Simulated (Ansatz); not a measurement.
Process, species as SMILES: C=C=O → C(=[CH])=O + H atom
B3LYP-D3(BJ)/def2-TZVP geometries, fixed; electronic energies without zero-point terms.
Largest species:
```xyz
5

C      0.0091     0.0017    -1.2056
C     -0.0008    -0.0001     0.1027
H      0.0282     0.9401    -1.7377
H     -0.0018    -0.9351    -1.7406
O     -0.0096    -0.0018     1.2620
```
Charge 0, spin multiplicity 1.

Core correlation in the bond dissociation energy at CCSD(T) with Ansatz (a first-principles code), in kcal/mol: frozen core against all electrons. Core-valence sets carry the plain set on hydrogen. Open shells are unrestricted.

| basis | functions, most | frozen core |
|---|---|---|
| cc-pVDZ | 52 | 107.71 |
| cc-pCVDZ | 64 | 107.80 |
| cc-pVTZ | 118 | 111.53 |
| cc-pCVTZ | 157 | 111.51 |
| cc-pwCVTZ | 157 | 111.55 |
| cc-pVQZ | 225 | 112.46 |

Question: How large is the core term in each set?

Answer: The largest core-valence set, cc-pwCVTZ, gives a core term of 0.28 kcal/mol; the valence set cc-pVQZ, which lacks functions for the core, gives 0.70. By row: cc-pVDZ 0.24, cc-pCVDZ 0.21, cc-pVTZ 1.07, cc-pCVTZ 0.27, cc-pwCVTZ 0.28, cc-pVQZ 0.70.
